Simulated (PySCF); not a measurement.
## Magnetic susceptibility: `[CH3+]`, [CH₃]+, charge +1

Molfile (atoms numbered from 1):
```
CH3
     RDKit          3D

  4  3  0  0  0  0  0  0  0  0999 V2000
    0.0109   -0.0021    0.0171 C   0  0  0  0  0  0  0  0  0  0  0  0
    1.1056   -0.1395   -0.0286 H   0  0  0  0  0  0  0  0  0  0  0  0
   -0.6569   -0.7148   -0.4983 H   0  0  0  0  0  0  0  0  0  0  0  0
   -0.4160    0.8491    0.5763 H   0  0  0  0  0  0  0  0  0  0  0  0
  1  2  1  0
  1  3  1  0
  1  4  1  0
M  CHG  1   1   1
M  END
```

Theory: GIAO B3LYP/pcSseg-1 magnetisability, rotational g tensor and spin-rotation constants, non-relativistic, gas phase (PySCF 2.14.0). Geometry: PBE0-D3(BJ)/def2-SVP.

For an ion the centre-of-mass motion in the field is neglected.

(1) What are the magnetisability and the molar susceptibility?

(2) Split it along the inertial axes a, b, c into diamagnetic and paramagnetic parts about the centre of mass, with the quadrupole moment.

(3) And the rotational g tensor?

Results:

(1) Isotropic 8 × 10⁻³⁰ J/T², or 0.5 × 10⁻⁶ cm³/mol; principal values -236, 131, 131 × 10⁻³⁰ J/T², anisotropy 367 × 10⁻³⁰ J/T² (root of half the summed squared differences of the principal values). The susceptibility is in cgs units.

(2) 
```
axis  χ (10⁻⁶ cm³/mol)  diamagnetic (10⁻⁶ cm³/mol)  paramagnetic (10⁻⁶ cm³/mol)  summed x² of all electrons (Å²)  quadrupole Θ (D Å)
   a               7.9                       -15.8                         23.6                              2.7               +0.47
   b               7.9                       -15.8                         23.6                              2.7               +0.47
   c             -14.2                       -22.7                          8.5                              1.0               -0.93
```
Anisotropies 2χaa − χbb − χcc = +22.1 and 2χbb − χaa − χcc = +22.1 × 10⁻⁶ cm³/mol. Θ is traceless in Buckingham's convention.

(3) 
| axis | rotational constant (GHz) | g | nuclear part | electronic part |
| --- | --- | --- | --- | --- |
| a | 274.1676 | -2.0466 | 0.9996 | -3.0462 |
| b | 274.1123 | -2.0462 | 0.9993 | -3.0456 |
| c | 137.0701 | +0.4537 | 0.9995 | -0.5457 |

Oblate top; isotopes 12C, 1H; no vibrational averaging.
